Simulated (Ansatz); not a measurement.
# FH7Si2: the cost of one run

Program: Ansatz 0.2.0. Level of theory: RHF/def2-TZVP. These are calculated values, not measurements.

### Step 1. The structure to begin with

Bond lengths: Si1–F2 2.003 Å, Si1–H3 1.454 Å, Si1–H4 1.481 Å, Si1–Si5 2.303 Å, Si5–H8 1.467 Å, Si5–H9 1.462 Å, Si5–H10 1.466 Å. Angles: F2–Si1–H3 83.0°, F2–Si1–H4 151.7°, F2–Si1–Si5 89.9°, H3–Si1–H4 101.8°, H3–Si1–Si5 123.7°, H4–Si1–Si5 109.3°, Si1–Si5–H8 112.2°, Si1–Si5–H9 113.5°, Si1–Si5–H10 108.9°, H8–Si5–H9 107.2°, H8–Si5–H10 107.5°, H9–Si5–H10 107.3°.

Coordinates:

```xyz
10

Si   -0.1752   -0.8697    0.1949
F     1.6728   -0.6597   -0.5491
H    -0.2110   -2.0181   -0.6961
H    -1.1110   -1.2875    1.2640
Si   -0.6824    1.2768   -0.4670
H     1.7633   -0.8229    0.6457
H     1.2166   -0.9428    1.4495
H    -0.1943    2.2806    0.4847
H    -0.1398    1.6251   -1.7796
H    -2.1390    1.4181   -0.5469
```

### Step 2. A restrained relaxation towards end A

Springs on the bonds that form and break draw the guess towards this end; the thresholds are loose.

Input file input.yaml:

```yaml
crystal:
  periodic: [false, false, false]
  atoms:
    - { symbol: Si, position_ang: [-0.1752, -0.8697, 0.1949] }
    - { symbol: F, position_ang: [1.6728, -0.6597, -0.5491] }
    - { symbol: H, position_ang: [-0.211, -2.0181, -0.6961] }
    - { symbol: H, position_ang: [-1.111, -1.2875, 1.264] }
    - { symbol: Si, position_ang: [-0.6824, 1.2768, -0.467] }
    - { symbol: H, position_ang: [1.7633, -0.8229, 0.6457] }
    - { symbol: H, position_ang: [1.2166, -0.9428, 1.4495] }
    - { symbol: H, position_ang: [-0.1943, 2.2806, 0.4847] }
    - { symbol: H, position_ang: [-0.1398, 1.6251, -1.7796] }
    - { symbol: H, position_ang: [-2.139, 1.4181, -0.5469] }
basis:
  gaussian: { orbitals: def2-TZVP }
hamiltonian:
  xc: hf
relax:
  f_tol: 0.15
  max_steps: 25
  restrain:
    - { distance: [0, 6], at: 2.72, k: 30.0 }
    - { distance: [5, 1], at: 2.18, k: 30.0 }
    - { distance: [0, 1], at: 1.68, k: 30.0 }
    - { distance: [5, 6], at: 0.62, k: 30.0 }
output:
  orbitals: {}
```

Launch:

```
$ ansatz run input.yaml --threads 4 --pin off --max-ram 5120MiB --backend cpu --events-out ev --progress --plain --runs-dir out
```

Q: Estimate wall time and peak memory on 4 threads of Arm Neoverse V1, shared host.

About 17 s, with a peak of 0.31 GiB.
